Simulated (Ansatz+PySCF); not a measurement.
A calculation with Ansatz (development build ahead of 0.2.0).

```yaml
crystal:
  periodic: [false, false, false]
  atoms:
    - { symbol: "N", position_ang: [-0.04962, -0.00137, -0.30883] }
    - { symbol: O, position_ang: [0.01347, 1.04545, 0.14579] }
    - { symbol: O, position_ang: [-0.01216, -1.04466, 0.14245] }
basis:
  gaussian: { orbitals: def2-SVP }
magnetization:
  initial_magnetization: 1
hamiltonian:
  xc: hf
correlation:
  method: mp2
  frozen_orbitals: { "N": 1, O: 1 }
scf:
  omitted_lower_state_checks: [stability, starts, atomic_configurations, cluster_reference, orbital_swaps, given_window_search, neighbouring_geometries, increment]
```

The input is written out in the form of the current development build from the run's settings. Correlation on restricted open-shell orbitals is semicanonical, with singles.

The run gave:

```yaml
Converged: yes
Reference_energy: -203.85956 hartree
Correlation_energy: -0.53415 hartree
Total_energy: -204.39371 hartree
Spin_squared_of_the_determinant: 0.750
Occupied_orbitals_by_symmetry_in_an_Abelian_subgroup_alpha;_beta: 10 A' 2 A''; 9 A' 2 A''
```
